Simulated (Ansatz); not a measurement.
**P₂+ (doublet): wave-function methods side by side at distance P1–P2 = 2.439 Å, 6-31G**

How much of the correlation energy of P₂+ (doublet) does each wave-function method recover here?

The runs use Ansatz 0.2.0, Gaussian basis; 6-31G, core rule «outside noble gas», up to 10 orbitals frozen.

Plan: UHF; CCSD(T) on ROHF; CCSD(T) on UHF; BCCD(T) on ROHF; CISD as a restricted active space (open shells left free, so some higher excitations enter); CCSDT(Q) on ROHF; CCSDT(Q) on UHF; CISDTQ; CCSDTQ on ROHF; CCSDTQ on UHF; CASSCF and MRCISD+Q, 3 electrons in 3 orbitals; CASSCF and NEVPT2, 3 electrons in 3 orbitals; CASSCF and MRCISD+Q, 9 electrons in 8 orbitals; CASSCF and MRCISD+Q(relaxed), 9 electrons in 8 orbitals; CASSCF and NEVPT2, 9 electrons in 8 orbitals; Full CI.

35 further runs of the same task are left out: 8 for a known fault of the program, 22 that didn't finish, 5 set aside as unsound or not needed. Runs told in other sessions of the task aren't counted.

### 1 What is computed

The geometry derives from a PBE0/def2-TZVP stationary point (not a proven minimum). One bond is set to the value named and the two fragments are kept rigid.

2 atoms, charge 1, spin multiplicity 2.

Atoms are counted from 1 here; the program's logs count them from 0.

No contacts short enough for the rule that draws bonds.

### 2 UHF

File in.yaml:

```yaml
crystal:
  periodic: [false, false, false]
  atoms:
    - {symbol: P, position_ang: [0.000000, 0.000000, 0.000000]}
    - {symbol: P, position_ang: [0.000000, 0.000000, 2.439000]}
basis:
  gaussian: {orbitals: 6-31G}
total_charge: 1
magnetization: {spin_polarized: true, initial_magnetization: 1}
hamiltonian: {xc: hf}
output: {orbitals: {seedname: orbitals}}
```

Command:

```console
$ ansatz run in.yaml --threads 1 --pin off --events-out ev --progress --plain --max-ram 2393MiB
```

Further steps of the session: CCSD(T) on ROHF; CCSD(T) on UHF; BCCD(T) on ROHF; CISD as a restricted active space (open shells left free, so some higher excitations enter); CCSDT(Q) on ROHF; CCSDT(Q) on UHF; CISDTQ; CCSDTQ on ROHF; CCSDTQ on UHF; CASSCF and MRCISD+Q, 3 electrons in 3 orbitals; CASSCF and NEVPT2, 3 electrons in 3 orbitals; CASSCF and MRCISD+Q, 9 electrons in 8 orbitals; CASSCF and MRCISD+Q(relaxed), 9 electrons in 8 orbitals; CASSCF and NEVPT2, 9 electrons in 8 orbitals; Full CI.

Before running them: what should the planned runs give, taken together? Wanted: FCI from the RHF energy; RMP2 from FCI; UMP2 from FCI; RCCSD from FCI; RCCSD(T) from FCI; UCCSD(T) from FCI; RCCSDT(Q) from FCI; UCCSDT(Q) from FCI; NEVPT2 pair from FCI.

**Answer**, as computed:

| quantity | value |
| --- | --- |
| FCI from the ROHF energy | -4.3713 eV |
| RMP2 from FCI | +2.20 kcal/mol |
| UMP2 from FCI | +2.22 kcal/mol |
| RCCSD from FCI | +8.49 kcal/mol |
| RCCSD(T) from FCI | +3.63 kcal/mol |
| UCCSD(T) from FCI | +3.63 kcal/mol |
| RCCSDT(Q) from FCI | +0.07 kcal/mol |
| UCCSDT(Q) from FCI | +0.10 kcal/mol |
| NEVPT2 pair from FCI | +26.08 kcal/mol |
| MRCISD+Q pair from FCI | +3.40 kcal/mol |
| NEVPT2 valence from FCI | +5.10 kcal/mol |
| levels within 1 kcal/mol (43 meV) | RCCSDT(Q), UCCSDT(Q), RCCSDTQ, UCCSDTQ, MRCISD valence, MRCISD+Q valence, MRCISD+Q(relaxed) valence |
| T1 diagnostic | 0.020 |
| effectively unpaired electrons | 1.56 |

**Reading.** RCCSD(T) misses by +3.63 kcal/mol, 3.6 % of the correlation energy. The occupations show static correlation (1.56 effectively unpaired electrons where one determinant has 1). Of the multireference levels listed MRCISD+Q(relaxed) valence comes nearest in total energy (-0.02 kcal/mol), which doesn't show that its space is the better one. Coupled cluster took another determinant than the lowest Hartree-Fock one. These misses are within one basis, not against nature; the frozen cores of restricted and unrestricted runs differ, which can shift their rows.

Levels on UHF freeze UHF's core orbitals, full CI those of ROHF, so the U rows can settle a little off it for that reason alone.

With open shells the CI space here admits some higher excitations, so it is larger than plain CISD.
